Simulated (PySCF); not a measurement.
## Boron: a sound run and one with changed settings

Sound run: B [He] 2s2 2p1, B⁺ [He] 2s2. All numbers are calculated (PySCF 2.14, the non-relativistic Hamiltonian (point nucleus), in aug-cc-pVDZ (4s3p2d, 23 functions)). In the sound run the correlated levels freeze 1s2. The sound run starts from symmetry-adapted Hartree-Fock orbitals and uses a fine grid where one is needed.

Changed run: initial guess 1e, at most 8 SCF cycles. This setting is unsound on purpose.

```csv
species,method,sound run (hartree),changed run (hartree),converged
B,UHF,-24.53057,-24.53057,yes
B,MN15,-24.62435,-24.62435,yes
B,B3LYP,-24.66158,-24.66158,yes
B,MP2,-24.56764,-24.56764,yes
B,CCSD(T),-24.59110,-24.59110,yes
B⁺,UHF,-24.23501,-24.23501,yes
B⁺,MN15,-24.32221,-24.32221,yes
B⁺,B3LYP,-24.33951,-24.33951,yes
B⁺,MP2,-24.26767,-24.26767,yes
B⁺,CCSD(T),-24.29369,-24.29369,yes
```

Ionisation energy of B:

| method | sound run (eV) | changed run (eV) |
| --- | --- | --- |
| UHF | 8.043 | 8.043 |
| MN15 | 8.222 | 8.222 |
| B3LYP | 8.764 | 8.764 |
| MP2 | 8.163 | 8.163 |
| SCS-MP2 | 8.127 | 8.127 |
| CCSD | 8.068 | 8.068 |
| CCSD(T) | 8.093 | 8.093 |

Here the setting changes nothing at the digits shown.

For comparison, NIST gives 8.298 eV between the lowest levels.
